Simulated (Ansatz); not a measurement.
A run of Ansatz (development build ahead of 0.2.0) on doublet SH at this shape:

```json
{"atom": "S", "x (Å)": "0.0250", "y (Å)": "0.0428", "z (Å)": "-0.0730"}
{"atom": "H", "x (Å)": "-0.0161", "y (Å)": "0.0144", "z (Å)": "1.2292"}
```

Its results:

| Item | Value |
| --- | --- |
| Converged | yes |
| Total energy | -398.10455 hartree |
| Spin squared of the determinant | 0.763 |

Q: Which input gives this output? Name the method, the orbitals and the basis set, and write the input.

A: UHF in cc-pVTZ.

```yaml
crystal:
  periodic: [false, false, false]
  atoms:
    - { symbol: S, position_ang: [0.02505, 0.04276, -0.07302] }
    - { symbol: H, position_ang: [-0.01606, 0.01439, 1.22923] }
basis:
  gaussian: { orbitals: cc-pVTZ }
magnetization:
  spin_polarized: true
  initial_magnetization: 1
hamiltonian:
  xc: hf
```
